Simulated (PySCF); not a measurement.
System (SMILES): C=CCl.
Geometry (B3LYP-D3(BJ)/def2-TZVP, fixed):
```xyz
6

C      0.0112     0.7589    -0.0124
C      1.3049     1.0233     0.0034
Cl    -0.6370    -0.8532     0.0042
H     -0.7591     1.5163    -0.0370
H      2.0529     0.2431     0.0280
H      1.6388     2.0524    -0.0084
```

Basis-set convergence of the lowest singlet excitation energy at CAM-B3LYP with PySCF. Tamm-Dancoff approximation; the state is taken by its order, and sets in which it differs in degeneracy or brightness are left out, yet its character can still change. All functions are spherical. Density fitting with generated auxiliary sets. In sets without p functions on hydrogen, species with hydrogen take exact integrals. No added dispersion term, no relativity. Reference: the value in aug-pcseg-2, 6.654 eV, itself unsure by roughly 0.005 eV (its distance from aug-cc-pV(T+d)Z).

```
basis              functions  lowest singlet excitation energy (eV)
-----------------  ---------  -------------------------------------
3-21G                     37                                  7.447
6-31G                     37                                  7.350
pcseg-0                   37                                  7.610
6-311+G**                 92                                  6.891
aug-pcseg-1              100                                  6.699
aug-cc-pV(D+d)Z          105                                      ?
def2-TZVPD               147                                  6.750
jun-cc-pV(T+d)Z          168                                      ?
def2-TZVPPD              176                                      ?
6-311++G(3df,3pd)        179                                  6.687
aug-pcseg-2              211                                  6.654
aug-cc-pV(T+d)Z          216                                  6.649
pcseg-3                  283                                      ?
```

**Question.** Fill in the missing entries.

**Answer.** 
- aug-cc-pV(D+d)Z, lowest singlet excitation energy (eV): 6.657
- jun-cc-pV(T+d)Z, lowest singlet excitation energy (eV): 6.745
- def2-TZVPPD, lowest singlet excitation energy (eV): 6.747
- pcseg-3, lowest singlet excitation energy (eV): 6.772
